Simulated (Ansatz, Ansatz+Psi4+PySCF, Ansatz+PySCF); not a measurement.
```xyz
10

C     0.0142    0.5438    0.0000
C     0.0142   -0.1997    1.2916
C     0.0142   -0.1997   -1.2916
H    -0.3229    1.5753    0.0000
H     0.2214    0.4592    2.1385
H     0.2214    0.4592   -2.1385
H    -0.9552   -0.6846    1.4846
H     0.7672   -0.9953    1.2862
H     0.7672   -0.9953   -1.2862
H    -0.9552   -0.6846   -1.4846
```

Basis set: cc-pVTZ (spherical functions). Frozen core: 3 orbitals. Correlation on ROHF uses semicanonical orbitals with singles. Charge 0, multiplicity 2.

Computed with Ansatz (development build ahead of 0.2.0); each method stands on the lowest determinant of its kind that the runs found.

Give the atomization energy at this shape (free ground-state atoms in the same class of orbitals less the molecule, no zero-point energy) of doublet C₃H₇ by ROHF-MP2, UHF-MP2.

| method | atomization energy |
| --- | --- |
| ROHF-MP2 | 38.39 eV |
| UHF-MP2 | 38.36 eV |
